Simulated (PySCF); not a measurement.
C3H9N, SMILES CN(C)C (connectivity only; charge and spin as stated), charge +1, multiplicity 2. Atoms are numbered in the order given.

```xyz
13

C     -0.4762     1.3628     0.0000
N      0.0000     0.0000     0.0000
C      1.4183    -0.2690     0.0000
C     -0.9421    -1.0938     0.0000
H     -1.1126     1.5248    -0.8894
H      0.3629     2.0680     0.0000
H     -1.1126     1.5248     0.8894
H      1.8769     0.2011    -0.8894
H      1.6095    -1.3483     0.0000
H      1.8769     0.2011     0.8894
H     -0.7643    -1.7260    -0.8894
H     -0.7643    -1.7260     0.8894
H     -1.9724    -0.7197     0.0000
```
Charge +1, spin multiplicity 2.

Geometry: B3LYP-D3(BJ)/def2-SVP. The spin state was assumed, not searched.

Computed with PBE/pcH-1 in PySCF.

Unrestricted Kohn–Sham, ⟨S²⟩ = 0.753. Hyperfine tensors hold the contact and dipolar terms, without spin-orbit corrections.

Computed hyperfine couplings:
| nucleus | A(iso) (MHz) | A(iso) (G) | dipolar principal values (MHz) |
|---|---|---|---|
| 13C no. 1 | -25.9 | -9.2 | -5.8, -0.2, 5.9 |
| 14N no. 2 | 32.8 | 11.7 | -39.4, -39.4, 78.9 |
| 13C no. 3 | -25.9 | -9.2 | -5.8, -0.2, 5.9 |
| 13C no. 4 | -25.9 | -9.2 | -5.8, -0.2, 5.9 |
| 1H no. 5 | 133.0 | 47.5 | -6.8, -3.4, 10.1 |
| 1H no. 6 | -0.2 | -0.1 | -4.3, -4.0, 8.3 |
| 1H no. 7 | 133.0 | 47.5 | -6.8, -3.4, 10.1 |
| 1H no. 8 | 133.0 | 47.5 | -6.8, -3.4, 10.1 |
| 1H no. 9 | -0.2 | -0.1 | -4.3, -4.0, 8.3 |
| 1H no. 10 | 133.0 | 47.5 | -6.8, -3.4, 10.1 |
| 1H no. 11 | 133.1 | 47.5 | -6.8, -3.4, 10.1 |
| 1H no. 12 | 133.1 | 47.5 | -6.8, -3.4, 10.1 |
| 1H no. 13 | -0.2 | -0.1 | -4.3, -4.0, 8.3 |
